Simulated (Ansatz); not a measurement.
How far each method lies from UCCSDT(Q) for HGe–O–Si, doublet

Geometry: that of the HGe–O–Si, quartet, kept fixed.

```yaml
atoms:
  - { symbol: Ge, position_ang: [0.0000, 0.0048, 1.0212] }
  - { symbol: O, position_ang: [0.0000, -0.3597, -0.7184] }
  - { symbol: Si, position_ang: [0.0000, 0.1377, -2.2822] }
  - { symbol: H, position_ang: [0.0000, 1.5230, 1.3966] }
```

Basis cc-pVDZ; Ansatz 0.2.0. Correlated methods freeze the noble-gas cores and the filled d shells of p-block atoms, which leaves 15 electrons in 44 orbitals. Prefix R: restricted or restricted open-shell reference; prefix U: unrestricted. Active spaces: frontier = (9e, 9o) about the gap. No spin–orbit coupling is included, and no scalar relativity.

Full CI isn't at hand for all of this; UCCSDT(Q) serves as the reference, and is uncertain by the last step of the cluster series or more. The frozen core follows each run's orbitals, which can shift R against U totals by a few meV for light atoms and by up to 0.1 eV past Ca.

Coupled cluster chose its determinant by a search with trial CCSD, here up to 0.04 eV above the lowest Hartree–Fock solution of its kind, and MP2 stands on that determinant too.

* UHF ⟨S²⟩: 1.043
* ⟨S²⟩ of the determinant under UCCSD: 0.768
* T1 diagnostic (RCCSD): 0.0322
* largest doubles amplitude (RCCSD): 0.092
* T1 diagnostic (UCCSD): 0.0318

| level | E − E(UMP2) (eV) |
| --- | --- |
| UCCSD | -0.8645 |
| UCCSD(T) | -1.1712 |

Estimate how far UCCSDT(Q) in cc-pVDZ lies from UCCSD(T). The table doesn't fix it; the size of (T) and the diagnostics are the guide.

UCCSDT(Q) in cc-pVDZ lies 6.5 kJ/mol below UCCSD(T), which is 22 % of the (T) step (-29.6 kJ/mol). T1 is raised, but (T) still catches most of what CCSD lacks. The miss exceeds 1 kcal/mol.

The other levels:

```
 level  E − E(UCCSDT(Q)) (kJ/mol)  wall time
UCCSDT                        3.5          –
```

Run but not shown, since their state, orbitals or frozen core can't be matched to the reference's or they repeat it: RHF, UHF, RMP2, RCCSD, RCCSD(T), BCCD(T), RCCSDT, RCCSDT(Q), CASSCF (frontier space), NEVPT2 (frontier space), MRCISD (frontier space), MRCISD+Q (frontier space).
